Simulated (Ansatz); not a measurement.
# BSiH3 (quintet): the correlation ladder, cc-pVDZ

Aim: climb from Hartree-Fock through coupled cluster for BSiH3 (quintet) at one geometry and basis, and see what each rung misses.

Program: Ansatz 0.2.0, Gaussian basis. Level of theory: cc-pVDZ, core rule «outside noble gas», up to 6 orbitals frozen. These are calculated values, not measurements.

The runs, in order: UHF; CCSD(T) on ROHF; CCSD(T) on UHF; BCCD(T) on ROHF; CISD; CCSDT(Q) on ROHF; CCSDT(Q) on UHF.

29 further runs of the same task are left out: 2 for a known fault of the program, 8 that didn't finish, 19 set aside as unsound or not needed.

### 1 The geometry

The geometry is a PBE0/def2-TZVP stationary point (not a proven minimum) of the parent state, kept for this charge and spin.

5 atoms, charge 0, spin multiplicity 5.

Atoms are counted from 1 here; the program's logs count them from 0.

Bond lengths: Si1–B2 1.879 Å, Si1–H3 1.491 Å, Si1–H4 1.482 Å, B2–H5 1.185 Å. Angles: B2–Si1–H3 128.9°, B2–Si1–H4 121.6°, H3–Si1–H4 109.4°, Si1–B2–H5 143.8°.

### 2 UHF

in.yaml

```yaml
crystal:
  periodic: [false, false, false]
  atoms:
    - {symbol: Si, position_ang: [0.000000, 0.028764, 0.511008]}
    - {symbol: B, position_ang: [0.000000, -0.129527, -1.361590]}
    - {symbol: H, position_ang: [0.000000, 1.263163, 1.346633]}
    - {symbol: H, position_ang: [0.000000, -1.163262, 1.392206]}
    - {symbol: H, position_ang: [0.000000, 0.487893, -2.373513]}
basis:
  gaussian: {orbitals: cc-pVDZ}
magnetization: {spin_polarized: true, initial_magnetization: 4}
hamiltonian: {xc: hf}
output: {orbitals: {seedname: orbitals}}
```

Command:

```console
$ ansatz run in.yaml --threads 1 --pin off --events-out ev --progress --plain --max-ram 2393MiB
```

Further steps of the session: CCSD(T) on ROHF; CCSD(T) on UHF; BCCD(T) on ROHF; CISD; CCSDT(Q) on ROHF; CCSDT(Q) on UHF.

**Question.** What will the summary of the whole plan be? Wanted: UCCSDT(Q) below the RHF energy; RMP2 from UCCSDT(Q); UMP2 from UCCSDT(Q); RCCSD from UCCSDT(Q); RCCSD(T) from UCCSDT(Q); UCCSD(T) from UCCSDT(Q); RCCSDT(Q) from UCCSDT(Q); T1 diagnostic.

The runs gave:

| quantity | value |
| --- | --- |
| UCCSDT(Q) below the RHF energy | -5.1225 eV |
| RMP2 from UCCSDT(Q) | +1295.2 meV |
| UMP2 from UCCSDT(Q) | +1305.9 meV |
| RCCSD from UCCSDT(Q) | +191.7 meV |
| RCCSD(T) from UCCSDT(Q) | +46.7 meV |
| UCCSD(T) from UCCSDT(Q) | +45.8 meV |
| RCCSDT(Q) from UCCSDT(Q) | +1.8 meV |
| levels within 1 kcal/mol (43 meV) | RCCSDT, UCCSDT, RCCSDT(Q) |
| T1 diagnostic | 0.040 |

What this shows: RCCSD(T) lands +46.7 meV from the yardstick (0.9 % of the correlation energy). These misses are within one basis, not against nature; the frozen cores of restricted and unrestricted runs differ, which can shift their rows.
